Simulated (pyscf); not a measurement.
Single points on ωB97X-D3(BJ)/def2-SVP structures (PySCF, gas phase).

Estimate by transition-state theory the rate constant of HO–Si(SiH₃)(SiH₃)–SiH₂–Cl + H₂ → HO–Si(SiH₃)(SiH₃)–SiH₃ + HCl (singlet surface; Cl–Si, H–H broken, H–Si, Cl–H formed) at 600 K, with ωB97M-D3(BJ)/def2-TZVP energies (ideal gas, 1 atm, RRHO with modes under 100 cm⁻¹ raised to 100, one conformer, R ln 2 for chiral ones without a mode under 150 cm⁻¹; no tunnelling).

The electronic barrier is 43.6 kcal/mol and the thermal terms add +21.8, so ΔG‡ = 65.4 kcal/mol. With k_BT/h = 1.25e+13 s⁻¹ and RT = 1.192 kcal/mol, and a volume of 8.18e-20 cm³ per molecule at 1 atm, k = 1.5e-30 cm³ molecule⁻¹ s⁻¹. Wigner's tunnelling factor for 491i cm⁻¹ would be 1.06. A shift of 1 kcal/mol in the barrier changes k by a factor 2.3. At the saddle there is also a short H–Si contact that neither side keeps. One saddle was located; it need not be the lowest between these sides.
